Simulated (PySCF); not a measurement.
Geometry:
| atom | x (Å) | y (Å) | z (Å) |
| --- | --- | --- | --- |
| C1 | -0.766 | 0.913 | 0.956 |
| C2 | -0.067 | 0.011 | -0.045 |
| C3 | 0.226 | -1.364 | 0.559 |
| C4 | 1.237 | 0.638 | -0.541 |
| C5 | -0.938 | -0.221 | -1.260 |
| O6 | -2.040 | 0.219 | -1.429 |
| H7 | -1.707 | 0.472 | 1.291 |
| H8 | -0.129 | 1.073 | 1.829 |
| H9 | -0.998 | 1.883 | 0.514 |
| H10 | 0.677 | -2.036 | -0.177 |
| H11 | -0.686 | -1.834 | 0.936 |
| H12 | 0.926 | -1.262 | 1.391 |
| H13 | 1.063 | 1.630 | -0.964 |
| H14 | 1.939 | 0.741 | 0.289 |
| H15 | 1.712 | 0.018 | -1.306 |
| H16 | -0.462 | -0.866 | -2.035 |

Computational details: shielding tensors at B97-2/pcSseg-2 (GIAO), PBE0-D3(BJ)/def2-TZVP structure, in PySCF 2.14 (one conformer, non-relativistic Hamiltonian, equivalent nuclei averaged, isolated molecule).

List the cross peaks expected in HSQC, COSY and HMBC spectra.

Results:



HSQC (one-bond C–H):
| δH | δC |
| --- | --- |
| 9.80 (H16) | 212.6 (C5) |
| 1.00 (H7/H8/H9/H10/H11/H12/H13/H14/H15) | 25.1 (C1/C3/C4) |

HMBC (two and three bonds, from the bond graph):
| δH | δC |
| --- | --- |
| 9.80 (H16) | 46.5 (C2), 25.1 (C1/C3/C4) |
| 1.00 (H7/H8/H9/H10/H11/H12/H13/H14/H15) | 212.6 (C5), 46.5 (C2), 25.1 (C1/C3/C4) |

No COSY cross peaks are expected.

Referencing at the same level of theory: ¹H (σref 31.64), ¹³C (σref 185.38) against TMS.

Short H···H contacts in this conformer between protons four or more bonds apart (candidates for NOE cross peaks, intensity ∝ r⁻⁶): H15···H16 2.46 Å.

Shifts are as computed. Against solution values, carbons near 30 ppm lie about +3 ppm off and those near 130 ppm about +7 ppm. Of 1211 compounds with measured shifts, 218 miss one by over three times the rms of a fit or turn the order of signals round; such compounds aren't used in these exercises.
